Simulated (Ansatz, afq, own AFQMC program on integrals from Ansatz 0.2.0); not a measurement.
**SiH$_{2}$, triplet in cc-pVDZ, levels against full CI**

```tsv
atom	x (Å)	y (Å)	z (Å)
Si	0.0000	-0.0715	0.0351
H	0.0000	1.3066	-2.2902
H	0.0000	0.6861	1.3134
```

Basis cc-pVDZ. Only valence electrons are correlated. AFQMC by an in-house program on the Cholesky factors that Ansatz 0.2.0 writes for its CCSD(T) run. ph-AFQMC/CISD is guided by a CISD state made of CCSD amplitudes; releasing the constraint for a short imaginary time cuts its bias at the price of noise, slowly where states lie close. Error bars are statistical, one sigma.

Determinant: ROHF, the one that the program's search chose, which needn't be the lowest solution. The geometry is a point of a scan.

Full CI on the same integrals is exact in this basis and with this determinant's frozen core.

Cautions: lower spins were not checked; a spin-contaminated unrestricted determinant lies lower (UHF 217 meV lower, ⟨S²⟩ 2.18); strong correlation (T1 0.050, weight of the determinant 0.88, largest double 0.09).

The T1 diagnostic is 0.0501. The weight of the determinant in the CISD state is 0.884. The size of the correlated space is 6 electrons in 23 orbitals.

| level | correlation energy (eV) |
| --- | --- |
| MP2 | -1.9320 |
| CCSD | -2.6398 |
| CCSD(T) | -2.6976 |

**Question.** Estimate where AFQMC with the constraint released lies against CCSD(T) on the same integrals.

**Answer.** 1.9 ± 0.1 kJ/mol below CCSD(T).

Reference: full CI, correlation energy -2.729 eV. The released energy is read at 2.40 1/Eh (meV from the phaseless value at times in 1/Eh: -1.6 ± 1.1 at 0.24, -3.5 ± 1.1 at 0.51, -5.9 ± 0.9 at 0.99, -7.4 ± 1.2 at 1.62, -8.2 ± 1.0 at 2.40).

| level | E − E(reference) (kJ/mol) | share of correlation (%) |
| --- | --- | --- |
| CCSD(T) | 3.0 | 98.85 |
| CCSDT | 0.3 | 99.88 |
| CCSDT(Q) | 0.1 | 99.97 |
| CCSDTQ | 0.0 | 100.00 |
| ph-AFQMC/CISD | 1.9 ± 0.1 | 99.29 |
| released AFQMC | 1.1 ± 0.1 | 99.59 |

CCSDT and higher add their correlation energy to the determinant of the CCSD(T) run, since their own runs factorise the integrals more tightly (a shift of under 2 meV). A walk keeps the symmetry of its determinant, which the program's search chose and which needn't be the lowest solution, so a lower state of the same spin and another symmetry isn't excluded. Released energies are given only where the last usable release times agree within the noise; a slower fall can still hide under it.
